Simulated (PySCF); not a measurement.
Match the calculated data to a structure.

All candidates are C5H12N (charge +1).

| technique | computed result |
| --- | --- |
| 13C NMR | chemical shifts (computed TMS as zero) by class: 68.9 (2 C), 54.4 (2 C), 12.8 (1 C) ppm [GIAO CAM-B3LYP/pcSseg-1] |
| Polarisability | 59.8 au [CAM-B3LYP/def2-SVPD] |
| UV, first state | lowest singlet excitation: 9.67 eV (128 nm, f = 0.031) [TDDFT CAM-B3LYP/def2-SVPD] |
| Couplings | largest of the computed one-bond spin–spin couplings (means over like bonds): 13C–1H +160.0 (×4), 13C–1H +153.3 (×2), 13C–1H +152.1 (×6), 13C–13C +32.3 (×2), 15N–13C -4.9 (×2), 15N–13C -4.7 (×2) Hz [B3LYP/pcJ-1, spin–dipole term left out for some pairs] |
| Rotational structure | rotational constants A, B, C: 5.208, 3.198, 2.945 GHz [PBE0-D3(BJ)/def2-SVP] |
| UV, strongest line | among the 10 lowest singlet transitions: S8 at 10.73 eV (116 nm, f = 0.040) [TDDFT CAM-B3LYP/def2-SVPD] |
| Triplet | lowest triplet excitation (Tamm–Dancoff): 9.33 eV [TDA CAM-B3LYP/def2-SVPD] |

Electronic properties: PySCF, gas phase, density fitting. Levels stand in brackets. The structure is a single PBE0-D3(BJ)/def2-SVP conformer in the gas phase; no vibrational or solvent corrections. NMR values are class means; diastereotopic atoms form classes of their own.

Question: Which candidate is it?
A. `C=CC[NH+](C)C`
B. `C=C[N+](C)(C)C`
C. `CCC1C[NH2+]C1`
D. `C[N+]1(C)CCC1`
E. `C=C[C@H](C)[NH2+]C`

Answer: D. It is `C[N+]1(C)CCC1`. Numbering: `[CH3:1][N+:2]1([CH3:3])[CH2:4][CH2:5][CH2:6]1`. 5 carbons fall into 3 classes; from least to most shielded: ring sp3 carbon bound to nitrogen [C4/C6] (68.9 ppm, 2 C), N-methyl carbon [C1/C3] (54.4 ppm, 2 C), four-membered-ring carbon [C5] (12.8 ppm). The couplings run between: +160.0 Hz, sp3 carbon bound to nitrogen [C4] and its hydrogen (with 3 like pairs); +153.3 Hz, four-membered-ring carbon [C5] and its hydrogen (with 1 like pair); +152.1 Hz, N-methyl carbon [C1] and its hydrogen (with 5 like pairs); +32.3 Hz, sp3 carbon bound to nitrogen [C4] and four-membered-ring carbon [C5] (with 1 like pair); -4.9 Hz, ammonium nitrogen [N2] and N-methyl carbon [C1] (with 1 like pair); -4.7 Hz, ammonium nitrogen [N2] and sp3 carbon bound to nitrogen [C4] (with 1 like pair). The optimised geometry has point group Cs and is an asymmetric top.

The others, at the same levels:
- `CCC1C[NH2+]C1` fails: its computed lowest singlet excitation is 8.42 eV (147 nm, f = 0.009) (against 9.67 eV), lowest triplet excitation (Tamm–Dancoff) is 8.28 eV (against 9.33 eV) and strongest line among the 10 lowest singlet transitions is S10 at 9.66 eV (128 nm, f = 0.043) (against S8 at 10.73 eV).
- `C=C[N+](C)(C)C` fails: its computed lowest singlet excitation is 7.95 eV (156 nm, f = 0.403) (against 9.67 eV), lowest triplet excitation (Tamm–Dancoff) is 4.58 eV (against 9.33 eV) and static isotropic polarisability is 63.4 au (against 59.8 au).
- `C=CC[NH+](C)C` fails: its computed lowest singlet excitation is 7.11 eV (174 nm, f = 0.038) (against 9.67 eV), lowest triplet excitation (Tamm–Dancoff) is 4.38 eV (against 9.33 eV) and strongest line among the 10 lowest singlet transitions is S2 at 7.56 eV (164 nm, f = 0.267) (against S8 at 10.73 eV).
- `C=C[C@H](C)[NH2+]C` fails: its computed lowest singlet excitation is 7.33 eV (169 nm, f = 0.189) (against 9.67 eV), lowest triplet excitation (Tamm–Dancoff) is 4.36 eV (against 9.33 eV) and strongest line among the 10 lowest singlet transitions is S2 at 7.61 eV (163 nm, f = 0.296) (against S8 at 10.73 eV).

Each candidate is one conformer, not necessarily the lowest. The conformers computed, where there is a choice (atom-mapped SMILES and torsion angles):
- `[CH3:1][CH2:2][CH:3]1[CH2:4][NH2+:5][CH2:6]1`: C1–C2–C3–C4 -68°
- `[CH2:1]=[CH:2][N+:3]([CH3:4])([CH3:5])[CH3:6]`: C1–C2–N3–C4 -120°
- `[CH2:1]=[CH:2][CH2:3][NH+:4]([CH3:5])[CH3:6]`: C1–C2–C3–N4 -13°, C2–C3–N4–C5 160°
- `[CH2:1]=[CH:2][C@H:3]([CH3:4])[NH2+:5][CH3:6]`: C1–C2–C3–C4 -131°, C2–C3–N5–C6 -171°
